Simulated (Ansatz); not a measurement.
Species: CS, net charge 1, doublet state. SMILES of the parent species: [S+]#[C-]
Structure (B3LYP-D3(BJ)/def2-TZVP (Ansatz, an electronic-structure program) minimum search):
```xyz
2

C      0.0000     0.0000    -1.0808
S      0.0000     0.0000     0.4053
```
Charge +1, spin multiplicity 2.

Parts of the frozen-core correlation energy in cc-pV(D+d)Z (Ansatz, hartree). Frozen orbitals: 6; correlated occupied orbitals by spin: 5 and 4; virtual: 26 and 27. UHF or UKS for open shells. No spin-orbit coupling. Non-relativistic.

```tsv
term	value
reference (HF)	-434.96843
MP2 opposite-spin	-0.12465
MP2 same-spin	-0.05320
CCSD correlation	-0.22648
(T)	-0.01216
CCSDT minus CCSD(T)	-0.00351
CCSDT(Q) minus CCSD(T)	-0.00509
T1 diagnostic	0.088
largest doubles amplitude	0.126
<S^2> of the reference	1.433
```
